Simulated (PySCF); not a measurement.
**How methods differ on the ionisation energy of B**

B [He] 2s2 2p1 (2P) → B⁺ [He] 2s2 (1S), as a difference of total energies. Calculation: PySCF 2.14, in x2c-SVPall; scalar relativity by spin-free X2C-1e. Correlated levels: valence: 1s2 frozen. The calculations carry no spin-orbit coupling.

```csv
method,ionisation energy (eV)
UHF,8.123
B3LYP,8.816
M06-2X,8.429
MP2 (valence),8.205
SCS-MP2 (valence),8.167
CCSD (valence),8.058
CCSD(T) (valence),8.081
```

Errors of the correlated levels include the incompleteness of this basis and the frozen core.

The coupled-cluster amplitudes are large for B⁺ (T1 above 0.03 or a double amplitude above 0.15), so a single reference is strained.

Q: Which method comes closest to the reference value, and which is furthest?

A: The reference is 8.297 eV (measured; NIST levels, between the centres of gravity of the two terms). Closest: MP2 (valence) (error -0.092 eV); furthest: B3LYP (error 0.519 eV).
